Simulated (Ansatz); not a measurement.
```yaml
crystal:
  periodic: [false, false, false]
  atoms:
    - {symbol: Mn, position_ang: [0.003011, 0.000104, -0.093425]}
    - {symbol: F, position_ang: [-0.013943, 1.701701, 0.048106]}
    - {symbol: F, position_ang: [0.010931, -1.701805, 0.045318]}
basis:
  gaussian: {orbitals: def2-TZVP}
magnetization: {spin_polarized: true, initial_magnetization: 5}
hamiltonian: {xc: pbe0}
relax: {f_tol: 0.004, max_steps: 80}
```

```sh
$ ansatz run in.yaml --threads 1 --pin off --events-out ev --progress --plain --max-ram 2176MiB
```

Steps of the relaxation (energy above the last step; positions in Å, forces in eV/Å):

```
3
step 1, 210.0 meV
Mn    0.003    0.000   -0.093    0.006    0.000   -0.190
F    -0.014    1.702    0.048   -0.021    2.503    0.097
F     0.011   -1.702    0.045    0.015   -2.503    0.093
```

```
3
step 2, 57.1 meV
Mn    0.003    0.000   -0.082   -0.001    0.000    0.022
F    -0.014    1.745    0.042   -0.008    1.132   -0.010
F     0.011   -1.745    0.040    0.009   -1.132   -0.012
```

```
3
step 3, 0.0 meV
Mn    0.000    0.000   -0.004    0.000    0.000    0.008
F    -0.013    1.792    0.003    0.000   -0.007   -0.004
F     0.013   -1.792    0.000    0.000    0.007   -0.004
```

```
3
step 4, 0.0 meV
Mn    0.000    0.000    0.000    0.000    0.000    0.000
F    -0.013    1.792    0.002    0.000    0.000    0.000
F     0.013   -1.792   -0.001    0.000    0.000    0.000
```

Close pairs at the end: Mn1–F2 1.792 Å, Mn1–F3 1.792 Å.

A stationary point of unrestricted PBE0 after 4 steps, with ⟨S²⟩ = 8.762 against 8.75 for a pure state; no frequencies were run, so it isn't proven a minimum. 22 s on 1 thread of Arm Neoverse V1, shared host.
